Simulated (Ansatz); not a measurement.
# BH4 (doublet): wave-function methods side by side at distance B1–H4 along a hydrogen transfer = 1.718 Å, cc-pVDZ

Aim: climb from Hartree-Fock through coupled cluster and multireference methods for BH4 (doublet) at one geometry and basis, and see what each rung misses.

Method: cc-pVDZ, core rule «outside noble gas», up to 1 orbitals frozen; program: Ansatz 0.2.0, Gaussian basis.

Plan: UHF; CCSD(T) on ROHF; CCSD(T) on UHF; BCCD(T) on ROHF; CISD; CCSDT(Q) on ROHF; CCSDT(Q) on UHF; CCSDTQ on ROHF; CCSDTQ on UHF; CASSCF and MRCISD+Q, 3 electrons in 3 orbitals; CASSCF and NEVPT2, 3 electrons in 3 orbitals; CASSCF and MRCISD+Q, 7 electrons in 8 orbitals; CASSCF and NEVPT4(SD), 7 electrons in 8 orbitals; CASSCF and NEVPT2, 7 electrons in 8 orbitals; Full CI.

6 further runs of the same task are left out: 6 for a known fault of the program.

## Step 1: The system

The geometry derives from fragments relaxed apart (PBE0/def2-TZVP) and kept rigid, so it is no stationary point. A hydrogen atom is moved between rigid fragments.

5 atoms, charge 0, spin multiplicity 2.

Atoms are counted from 1 here; the program's logs count them from 0.

Bond lengths: B1–H2 1.193 Å, B1–H3 1.193 Å, H4–H5 0.745 Å. Angles: H2–B1–H3 120.0°.

As a file:

```xyz
5
charge 0, multiplicity 2
B    -0.20288    0.00000    0.00000
H    -0.79961    1.03357    0.00000
H    -0.79961   -1.03357    0.00000
H     1.51512    0.00000    0.00000
H     2.26012    0.00000    0.00000
```

## Step 2: UHF

in.yaml

```yaml
crystal:
  periodic: [false, false, false]
  atoms:
    - {symbol: B, position_ang: [-0.202877, 0.000000, 0.000000]}
    - {symbol: H, position_ang: [-0.799610, 1.033571, 0.000000]}
    - {symbol: H, position_ang: [-0.799610, -1.033571, 0.000000]}
    - {symbol: H, position_ang: [1.515123, 0.000000, 0.000000]}
    - {symbol: H, position_ang: [2.260123, 0.000000, 0.000000]}
basis:
  gaussian: {orbitals: cc-pVDZ}
magnetization: {spin_polarized: true, initial_magnetization: 1}
hamiltonian: {xc: hf}
output: {orbitals: {seedname: orbitals}}
```

Started as:

```sh
> ansatz run in.yaml --threads 1 --pin off --events-out ev --progress --plain --max-ram 2816MiB --backend cpu
```

The runs that follow: CCSD(T) on ROHF; CCSD(T) on UHF; BCCD(T) on ROHF; CISD; CCSDT(Q) on ROHF; CCSDT(Q) on UHF; CCSDTQ on ROHF; CCSDTQ on UHF; CASSCF and MRCISD+Q, 3 electrons in 3 orbitals; CASSCF and NEVPT2, 3 electrons in 3 orbitals; CASSCF and MRCISD+Q, 7 electrons in 8 orbitals; CASSCF and NEVPT4(SD), 7 electrons in 8 orbitals; CASSCF and NEVPT2, 7 electrons in 8 orbitals; Full CI.

Before running them: what should the planned runs give, taken together? Wanted: FCI below the RHF energy; RMP2 from FCI; UMP2 from FCI; RCCSD from FCI; RCCSD(T) from FCI; UCCSD(T) from FCI; RCCSDT(Q) from FCI; UCCSDT(Q) from FCI; NEVPT2 pair from FCI.

The runs gave:

```
                         quantity                                                                                                  value
         FCI below the RHF energy                                                                                             -3.6272 eV
                    RMP2 from FCI                                                                                             +846.9 meV
                    UMP2 from FCI                                                                                             +840.2 meV
                   RCCSD from FCI                                                                                              +62.2 meV
                RCCSD(T) from FCI                                                                                              +14.5 meV
                UCCSD(T) from FCI                                                                                              +14.7 meV
               RCCSDT(Q) from FCI                                                                                               +0.3 meV
               UCCSDT(Q) from FCI                                                                                               +0.1 meV
             NEVPT2 pair from FCI                                                                                             +795.5 meV
          NEVPT2 valence from FCI                                                                                             +622.9 meV
      NEVPT4(SD) valence from FCI                                                                                              +84.6 meV
levels within 1 kcal/mol (43 meV)  RCCSD(T), UCCSD(T), BCCD(T), RCCSDT, UCCSDT, RCCSDT(Q), UCCSDT(Q), RCCSDTQ, UCCSDTQ, MRCISD+Q valence
                    T1 diagnostic                                                                                                  0.019
   effectively unpaired electrons                                                                                                   1.03
```

**Reading.** RCCSD(T) misses by +14.5 meV, 0.4 % of the correlation energy. One determinant dominates. Of the multireference levels listed MRCISD+Q valence comes nearest in total energy (+3.4 meV), which doesn't show that its space is the better one. These misses are within one basis, not against nature; the frozen cores of restricted and unrestricted runs differ, which can shift their rows.
